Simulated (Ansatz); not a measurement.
Born–Oppenheimer molecular dynamics of CH$_{4}$BCl (7 atoms, charge 0, multiplicity 1). It starts at the highest image of a converged band. Of that band: Neighbouring images differ by up to 2.1 eV, so the band resolves the path poorly. A vibrational analysis at the climbing image gives one clearly imaginary mode, 1237i cm⁻¹: a first-order saddle point.

Method: RKS PBE-D4/def2-SVP (Ansatz 0.2.0).

| Item | Value |
| --- | --- |
| ensemble | NVE (velocity Verlet) |
| time step | 0.5 fs |
| steps asked | 200 |
| starting velocities drawn for | 100 K |
| seed | 8744 |

First frame:

```xyz
7
Properties=species:S:1:pos:R:3
B -0.345 0.103 0.542
H 0.741 0.309 1.141
C 1.727 0.015 0.066
H 1.765 -1.040 -0.263
H 1.735 0.728 -0.779
H 2.532 0.239 0.795
Cl -0.983 -0.354 -1.002
```

Task: What does the run give?

Result: All steps were run.

```
steps done                                               : 200
time covered                                             : 100 fs
mean temperature over the second half                    : 1669 K
spread of the potential energy over the second half      : 4.1 meV per atom
mean potential energy of the second half above the start : -144.9 meV per atom
```

The conserved energy stayed within 0.2 meV per atom of its start (net change -0.034 meV per atom), so the integration is sound. The system heated up, since it started high on the potential surface and ran downhill. A run of 0.1 ps of so small a system gives no equilibrium averages. The orbitals stay closed-shell, which can raise the energy where a bond breaks towards radicals; this wasn't checked here.

Task: What happens to the structure?

Result: The step under study would form H2–C3 and break B1–H2, B1–C3. These pairs go: H2–C3 1.49 → 1.11 Å, B1–H2 1.26 → 6.75 Å, B1–C3 2.13 → 6.26 Å. In the last frame they stand as after the step (other bonds may differ from the relaxed reactants and products). It ends as BCl + CH4. Pairs count as bonded within 1.25 times the sum of covalent radii (0.12 Å more for H–H). The details hang on the random start.

Task: How do temperature and energy run in time?

Result: 
```tsv
time (fs)	T (K)	potential energy less start (eV)	conserved less start (meV/atom)
0.0	100	0.000	0.00
3.0	86	0.009	0.06
6.0	187	-0.056	0.02
9.0	328	-0.147	-0.02
12.0	411	-0.200	0.09
15.0	832	-0.474	-0.10
18.0	1017	-0.593	0.03
21.0	1265	-0.753	-0.02
24.0	1426	-0.858	-0.12
27.0	1481	-0.893	-0.09
30.0	1489	-0.897	0.03
33.0	1563	-0.946	-0.01
36.0	1622	-0.984	-0.05
39.0	1712	-1.043	-0.18
42.0	1636	-0.992	0.04
45.0	1764	-1.076	-0.09
48.0	1681	-1.021	0.11
51.0	1757	-1.072	-0.10
54.0	1637	-0.993	0.04
57.0	1753	-1.069	-0.14
60.0	1736	-1.058	-0.07
63.0	1707	-1.039	-0.02
66.0	1648	-1.000	0.01
69.0	1628	-0.987	-0.02
72.0	1655	-1.006	-0.11
75.0	1605	-0.973	-0.03
78.0	1620	-0.983	-0.06
81.0	1629	-0.988	0.01
84.0	1667	-1.012	0.00
87.0	1691	-1.028	-0.04
90.0	1677	-1.019	-0.04
93.0	1692	-1.030	-0.13
96.0	1635	-0.992	-0.01
99.0	1672	-1.016	-0.04
```

Run time: 87 s on 1 thread of AMD EPYC 9R45 96-Core Processor (Zen 5), with other jobs on the host, peak memory 0.12 GiB.
